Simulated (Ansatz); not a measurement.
## How methods differ on P2H2 (SMILES [H]/P=P/[H])

The species is P2H2 (4 atoms), meant as a singlet with charge 0. As SMILES, `[H]/P=P/[H]`. The shape is that of a GFN2-xTB optimisation.

Each level gives the electronic atomisation energy (eV). The values are calculated. Electronic energies at fixed atoms, without zero-point motion or spin-orbit coupling.

```
         level                    kind  program  value (eV)  less FCI/STO-3G  CPU time (all runs)
    PBE/STO-3G                     GGA   Ansatz       13.56            +3.18                1.2 s
  BHLYP/STO-3G           global hybrid   Ansatz       11.74            +1.36                1.2 s
r2SCAN0/STO-3G         hybrid meta-GGA   Ansatz       11.99            +1.61                3.4 s
wB97M-V/STO-3G  range-separated hybrid   Ansatz       13.30            +2.92                 14 s
  wB97X/STO-3G  range-separated hybrid   Ansatz       12.24            +1.86                5.2 s
CCSD(T)/STO-3G   coupled cluster or CI   Ansatz       10.35            -0.03               0.24 s
  CCSDT/STO-3G   coupled cluster or CI   Ansatz       10.36            -0.02               0.35 s
    FCI/STO-3G      exact in the basis   Ansatz       10.38             0.00                0.4 s
```

FCI/STO-3G is exact within its basis and frozen core, so for wave-function methods in that basis the difference is their error; functionals converge differently with the basis, so for them it is only a difference. The values span 10.35 to 13.56 eV. All rows use very small basis sets, so none should be taken for the real molecule's value. Times are those of the runs behind each value, whatever else they computed, on shared processors of several kinds: orders of magnitude only.
